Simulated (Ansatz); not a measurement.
# AlP+ (doublet): wave-function methods side by side at distance Al1–P2 = 2.106 Å, cc-pVDZ

How much of the correlation energy of AlP+ (doublet) does each wave-function method recover here?

Program: Ansatz 0.2.0, Gaussian basis. Level of theory: cc-pVDZ, core rule «outside noble gas», up to 10 orbitals frozen. These are calculated values, not measurements.

Plan: UHF; CCSD(T) on ROHF; CCSD(T) on UHF; BCCD(T) on ROHF; CISD; CCSDT(Q) on ROHF; CCSDT(Q) on UHF; CASSCF and MRCISD+Q, 3 electrons in 3 orbitals; CASSCF and NEVPT2, 3 electrons in 3 orbitals; Full CI; Full CI in the symmetry of the determinant.

30 further runs of the same task are left out: 12 for a known fault of the program, 11 that didn't finish, 7 set aside as unsound or not needed.

### Step 1. The system

The geometry derives from a PBE0/def2-TZVP stationary point (not a proven minimum). One bond is set to the value named and the two fragments are kept rigid.

2 atoms, charge 1, spin multiplicity 2.

Atoms are counted from 1 here; the program's logs count them from 0.

Bond lengths: Al1–P2 2.106 Å.

### Step 2. UHF

File in.yaml:

```yaml
crystal:
  periodic: [false, false, false]
  atoms:
    - {symbol: Al, position_ang: [0.000000, 0.000000, 0.000000]}
    - {symbol: P, position_ang: [0.000000, 0.000000, 2.106000]}
basis:
  gaussian: {orbitals: cc-pVDZ}
total_charge: 1
magnetization: {spin_polarized: true, initial_magnetization: 1}
hamiltonian: {xc: hf}
output: {orbitals: {seedname: orbitals}}
```

Started as:

```bash
> ansatz run in.yaml --threads 1 --pin off --events-out ev --progress --plain --max-ram 2393MiB
```

After this run come: CCSD(T) on ROHF; CCSD(T) on UHF; BCCD(T) on ROHF; CISD; CCSDT(Q) on ROHF; CCSDT(Q) on UHF; CASSCF and MRCISD+Q, 3 electrons in 3 orbitals; CASSCF and NEVPT2, 3 electrons in 3 orbitals; Full CI; Full CI in the symmetry of the determinant.

Before running them: what should the planned runs give, taken together? Wanted: FCI below the RHF energy; NEVPT2 pair from FCI; MRCISD+Q pair from FCI; T1 diagnostic; effectively unpaired electrons.

The runs gave:

```
                         quantity          value
         FCI below the RHF energy     -4.8432 eV
             NEVPT2 pair from FCI     +776.3 meV
           MRCISD+Q pair from FCI       +0.1 meV
levels within 1 kcal/mol (43 meV)  MRCISD+Q pair
                    T1 diagnostic          0.044
   effectively unpaired electrons           3.05
```

In words: With 3.0 effectively unpaired electrons against 1 the state is strongly multireference. Of the multireference levels listed MRCISD+Q pair comes nearest in total energy (+0.1 meV), which doesn't show that its space is the better one. The lowest state has another symmetry than the determinant, whose own symmetry lies 0.03 eV higher, so single-reference misses include that gap. These misses are within one basis, not against nature.
